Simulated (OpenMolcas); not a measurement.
**The standard entropy of SO2 (SMILES O=S=O) from a frequency calculation**

A singlet with charge 0, relaxed at HF/cc-pVTZ (OpenMolcas 26.06):

```xyz
3

O    -0.9546    0.6295   -0.4505
S     0.2669    0.3539    0.1850
O     0.6877   -0.9834    0.2656
```

Harmonic wavenumbers in cm⁻¹: 607, 1379, 1576.

Masses in u: O 15.999, S 32.06. Take T = 298.15 K, p = 1 bar, R = 8.3145 J/(mol K), kT/hc = 207.22 cm⁻¹, rigid rotor and harmonic oscillator.

**Question.** Compute the standard molar entropy.

**Answer.** 
1. Translation (Sackur–Tetrode): S = R[3/2 ln M + 5/2 ln T − 1.1517] with M = 64.058 gives 160.7 J/(mol K).
2. Rotation: principal moments 8.312, 46.488, 54.801 u Å² give A, B, C = 2.028, 0.3626, 0.3076 cm⁻¹; the symmetry number is σ = 2; q = (√π/σ)√((kT/hc)³/ABC) = 5558; S = R(ln q + 3/2) = 84.2.
3. Vibration: with u = ν̃/207.22, each mode gives R[u/(eᵘ − 1) − ln(1 − e⁻ᵘ)]; the sum is 1.9, most from 607 cm⁻¹ (1.8), 1379 cm⁻¹ (0.1).
4. Spin: R ln 1 = 0.0.
5. Sum: 160.7 + 84.2 + 1.9 + 0.0 = 246.8 J/(mol K).

The tabulated value is 248.2 J/(mol K) (CRC Handbook of Chemistry and Physics): the model is off by -1.4. Unscaled Hartree–Fock wavenumbers run high.
